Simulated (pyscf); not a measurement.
H₃C–O–CH₃ + H₃C–O⁻ → H₃C–O⁻ + H₃C–O–CH₃ (substitution at C; singlet surface; C–O broken, C–O formed). Optimised with ωB97X-D3(BJ)/def2-SVPD in PySCF. Energies in eV from the separated reactants.

| level | barrier | reaction energy |
|---|---|---|
| ωB97X-D3(BJ)/def2-TZVPD | 0.63 | 0.00 |
| r²SCAN/def2-TZVPD | 0.33 | 0.00 |
| PBE0-D3(BJ)/def2-TZVPD | ? | 0.00 |
| M06-2X/def2-TZVPD | 0.57 | 0.00 |
| ωB97M-D3(BJ)/def2-TZVPD | ? | 0.00 |
| HF/def2-TZVPD | 1.21 | 0.00 |

Complete the blanks.


- PBE0-D3(BJ)/def2-TZVPD, barrier: 0.51
- ωB97M-D3(BJ)/def2-TZVPD, barrier: 0.56

The functionals in the table span 0.29 eV in this barrier, from r²SCAN to ωB97X-D3(BJ). On the reactant side the descent ends in a bound adduct (not fully relaxed), 0.51 eV under the separated species and 1.14 eV under the saddle at ωB97X-D3(BJ)/def2-TZVPD. On the product side the descent ends in a bound adduct, 0.36 eV under the separated species and 0.99 eV under the saddle at ωB97X-D3(BJ)/def2-TZVPD. H₃C–O–CH₃ lies 0.51 eV over its isomer H₃C–CH₂–OH, and others may lie lower still (electronic energy, ωB97M-D3(BJ)). One saddle was located; it need not be the lowest between these sides. The angle at the attacked C is 178°.
